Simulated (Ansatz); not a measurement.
Predict the output of the script below (Ansatz's Python interface).

`composite_bh3n.py`
```python
import itertools

import ansatz as az
from ase import Atoms
from ase.data import atomic_numbers, covalent_radii
import numpy as np

atoms = Atoms(["B", "N", "H", "H", "H"], positions=[
    [-0.2411, -0.4189, -0.0968],
    [0.8957, 0.5506, -0.299],
    [-0.4351, -0.9945, 0.8756],
    [-1.0227, -0.4699, -0.9677],
    [0.853, 1.2589, 0.4464],
])
bh3n = az.Crystal.molecule_from_ase(atoms)

model = (
    bh3n.calculation()
    .basis(gaussian="def2-SVP")
    .functional("B3LYP")
    .spin("collinear", total=1)
)
symbols = [site.symbol for site in bh3n.cartesian_sites]
start = np.array([site.position_ang for site in bh3n.cartesian_sites], dtype=float)
r = model.relax(force_tolerance=0.01).run().report
end = np.array(r["positions_ang"])
radius = [covalent_radii[atomic_numbers[s]] for s in symbols]
span = lambda where, i, j: np.linalg.norm(where[i] - where[j])
bonded = [(i, j) for i, j in itertools.combinations(range(len(symbols)), 2) if min(span(start, i, j), span(end, i, j)) < 1.2 * (radius[i] + radius[j])]
print("pair        before    after (A)")
for i, j in bonded:
    print(f"{symbols[i]}{i}-{symbols[j]}{j}".ljust(10), f"{span(start, i, j):8.4f} {span(end, i, j):8.4f}")

minimum = az.Crystal.molecule()
for symbol, place in zip(symbols, end):
    minimum = minimum.atom(symbol, place.tolist())
at_minimum = minimum.calculation().spin("collinear", total=1)
level = lambda method, basis: at_minimum.basis(gaussian=basis).correlation(method).run().report
small, large, cluster = level("mp2", "cc-pVDZ"), level("mp2", "cc-pVTZ"), level("ccsd_t", "cc-pVDZ")
corr = lambda each: (each["free_energy_ev"] - each["reference_energy_ev"]) / 27.211386246
mp2_limit = (27 * corr(large) - 8 * corr(small)) / 19
pieces = {"HF / cc-pVTZ": large["reference_energy_ev"] / 27.211386246, "MP2 correlation, DZ-TZ limit": mp2_limit, "CCSD(T) - MP2 / cc-pVDZ": corr(cluster) - corr(small)}
for name, value in pieces.items():
    print(f"{name:32s} {value:14.6f} Ha")
print(f"{'sum':32s} {sum(pieces.values()):14.6f} Ha")
print("T1 diagnostic", round(cluster["correlation"]["coupled_cluster"]["t1_diagnostic"], 4))
```

`python composite_bh3n.py` gives:
```text
pair        before    after (A)
B0-N1        1.5077   1.3319
B0-H2        1.1465   1.2218
B0-H3        1.1713   1.2201
N1-H4        1.0291   1.0050
HF / cc-pVTZ                         -80.871755 Ha
MP2 correlation, DZ-TZ limit          -0.306085 Ha
CCSD(T) - MP2 / cc-pVDZ               -0.041290 Ha
sum                                  -81.219130 Ha
T1 diagnostic 0.0301
```

Reading the output:
- Total energies depend on the basis set; only differences at equal settings carry meaning.
- The sum leaves out core correlation, relativity, the Hartree-Fock basis error and zero-point energy; a DZ-TZ extrapolation is rough.
- The species is open-shell (spin multiplicity 2).
- b3lyp holds the VWN-RPA fit, as in Gaussian; the form of ORCA and Turbomole is b3lyp5.
- Inner cores stay frozen, so this is valence correlation.
- Run time: 13 s on 1 thread of Arm Neoverse V1 (shared host), peak memory 0.22 GiB.
